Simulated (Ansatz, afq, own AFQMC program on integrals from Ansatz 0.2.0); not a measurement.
## Where AFQMC and coupled cluster stand for CH2B⁻, triplet

```yaml
atoms:
  - { symbol: B, position_ang: [0.0000, 0.0000, 0.8265] }
  - { symbol: C, position_ang: [0.0000, 0.0000, -0.5553] }
  - { symbol: H, position_ang: [0.0000, -0.9252, -1.1237] }
  - { symbol: H, position_ang: [0.0000, 0.9252, -1.1237] }
```

Connectivity, by distances: B–CH2.

Basis aug-cc-pVDZ. Only valence electrons are correlated. Ansatz 0.2.0 and our own AFQMC program on the same integrals; the CISD trial comes from CCSD amplitudes, and released means the phaseless constraint is let go. ± is one standard error of the sampling.

Determinant: ROHF, the one that the program's search chose, which needn't be the lowest solution. The geometry is a PBE0/def2-TZVP stationary point of this or a neighbouring charge and spin state.

No full CI on the walks' own integrals is used here; CCSDT(Q) serves as the reference and is uncertain by about the last step of the cluster series.

Cautions: another spin lies lower (by 1.73 eV); at this level and basis the anion state lies above a neutral one; a spin-contaminated unrestricted determinant lies lower (UHF 167 meV lower, ⟨S²⟩ 2.14).

The T1 diagnostic is 0.0282, the weight of the determinant in the CISD state is 0.875 and the size of the correlated space is 10 electrons in 62 orbitals.

Reference: CCSDT(Q), correlation energy -6.702 eV. The released energy is read at 2.40 1/Eh (meV from the phaseless value at times in 1/Eh: 0 ± 4 at 0.24, -4 ± 3 at 0.51, -9 ± 3 at 0.99, -9 ± 5 at 1.62, -9 ± 4 at 2.40).

| level | E − E(reference) (meV) | share of correlation (%) |
| --- | --- | --- |
| HF | 6702.4 | 0.00 |
| MP2 | 951.5 | 85.80 |
| CCSD | 317.8 | 95.26 |
| CCSD(T) | 44.4 | 99.34 |
| CCSDT | 17.5 | 99.74 |
| ph-AFQMC/HF | 97.2 ± 25.2 | 98.55 |
| ph-AFQMC/CISD | 12.9 ± 4.6 | 99.81 |
| released AFQMC | 4.4 ± 4.2 | 99.93 |

A walk keeps the symmetry of its determinant, which the program's search chose and which needn't be the lowest solution, so a lower state of the same spin and another symmetry isn't excluded. Released energies are given only where the last usable release times agree within the noise; a slower fall can still hide under it.
